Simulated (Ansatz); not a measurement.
Isolated molecules relaxed with PBE0-D4/def2-TZVP in Ansatz; ΔE leaves out vibrations. CCSD(T)/CBS is the MP2 limit (def2-TZVPP, def2-QZVPP) plus CCSD(T) − MP2 in def2-TZVPP, frozen cores. This one scheme is used for every species. DFT in def2-TZVPP. B3LYP here is the variant with VWN-RPA as its local correlation; programs differ in this. Each species was taken in one conformer, which may not be the lowest.

`N=C(O)CO` + H–F → `N=C(F)CO` + H₂O  (substitution at a C–O bond)

Is it downhill or uphill in electronic energy at CCSD(T)/CBS, and by how much? (Estimate.)

Computed: Uphill: ΔE = +5.5 kcal/mol.

What do these levels give: PBE-D4, r2SCAN-D4, B3LYP-D4, ωB97M-V, PBE, PBE0, B3LYP, HF/def2-TZVPP, MP2/def2-TZVPP, CCSD/def2-TZVPP, CCSD(T)/def2-TZVPP, MP2/CBS(def2)? (Best estimate.)

Computed: PBE-D4 4.8, r2SCAN-D4 4.4, B3LYP-D4 4.6, ωB97M-V 4.5, PBE 4.4, PBE0 5.0, B3LYP 3.9, HF/def2-TZVPP 3.8, MP2/def2-TZVPP 6.6, CCSD/def2-TZVPP 5.2, CCSD(T)/def2-TZVPP 5.4, MP2/CBS(def2) 6.7 kcal/mol.

Largest T1 diagnostic among the species: 0.013.

In def2-TZVPP, CCSD(T) changes the Hartree–Fock value by +1.6 kcal/mol (the triples alone add +0.3 kcal/mol) and MP2 by +2.8 kcal/mol.
